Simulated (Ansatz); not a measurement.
Other spins and charges of Ga₂PH, triplet at one geometry

Geometry (PBE0/def2-TZVP stationary point for this spin, not checked as a minimum):

```yaml
atoms:
  - { symbol: Ga, position_ang: [0.0000, -0.3606, 1.3636] }
  - { symbol: P, position_ang: [0.0000, 1.5274, 0.0000] }
  - { symbol: Ga, position_ang: [0.0000, -0.3606, -1.3636] }
  - { symbol: H, position_ang: [0.0000, 2.9550, 0.0000] }
```

Basis cc-pVDZ; Ansatz 0.2.0. Only valence electrons are correlated (noble-gas cores and the filled d shells of p-block atoms frozen). R marks a restricted (for open shells ROHF) determinant, U an unrestricted one. No spin–orbit coupling is included, and no scalar relativity.

Gaps are energies of the second state less the first, at fixed atoms, for a selection of the levels run; each method lands on the state that its own search finds for that charge and spin.

Unrestricted rows (U, and Kohn–Sham where it breaks symmetry) aren't spin-pure: their determinants' ⟨S²⟩ exceeds S(S+1) by up to 0.13, so they mix in states of higher spin. HF rows: UHF is the lowest solution found. Coupled cluster chose its determinant by a search with trial CCSD, here up to 0.24 eV above the lowest Hartree–Fock solution of its kind, and MP2 stands on that determinant too. A value is left out where its run failed or describes another state than the reference as far as symmetry and spin tell, or, spin-broken singlets apart, can't be checked.

Removing an electron, to the doublet: 6.470 eV at UCCSDT(Q).

```tsv
level	gap (eV)	error (meV)	⟨S²⟩ where 0.1 over S(S+1) (first / second)
UHF	6.091	-379	– / 0.88
UMP2	6.506	36	– / 0.88
UCCSD(T)	6.465	-5	– / 0.88
BCCD(T)	6.460	-10	– / –
UCCSDT	6.465	-5	– / 0.88
r2SCAN	6.849	379	– / –
PBE0	6.713	243	– / –
B3LYP	6.613	143	– / –
B2PLYP	6.509	39	– / –
RPA-PBE	6.549	79	– / –
```

Quintet less triplet: 2.751 eV at UCCSDT(Q).

```csv
level,gap (eV),error (meV)
UMP2,2.812,61
UCCSD,2.733,-18
UCCSD(T),2.763,12
BCCD(T),2.772,21
UCCSDT,2.750,-1
PBE,2.819,68
r2SCAN,2.730,-21
PBE0,2.783,32
B3LYP,2.916,165
wB97M-V,3.043,292
B2PLYP,2.909,158
RPA-PBE,2.798,47
```

Removing an electron, to the quartet: 8.099 eV at UCCSDT(Q).

```tsv
level	gap (eV)	error (meV)
UHF	7.002	-1097
UMP2	8.104	5
UCCSD	7.973	-126
UCCSD(T)	8.083	-16
BCCD(T)	8.088	-11
UCCSDT	8.082	-17
PBE	8.309	210
r2SCAN	8.337	238
PBE0	8.239	140
B3LYP	8.278	179
CAM-B3LYP	8.213	114
wB97M-V	8.241	142
B2PLYP	8.174	75
RPA-PBE	8.254	155
```

In so small a basis the reference is far from its limit while semilocal and hybrid functionals are nearer theirs (RPA and double hybrids share part of the reference's basis error), so the functionals' errors here hold much of the reference's basis and frozen-core error, which can add to them or hide them.

Full CI isn't at hand for all of this; UCCSDT(Q) serves as the reference, and is uncertain by the last step of the cluster series or more. The frozen core follows each run's orbitals, which can shift R against U totals by a few meV for light atoms and by up to 0.1 eV past Ca.
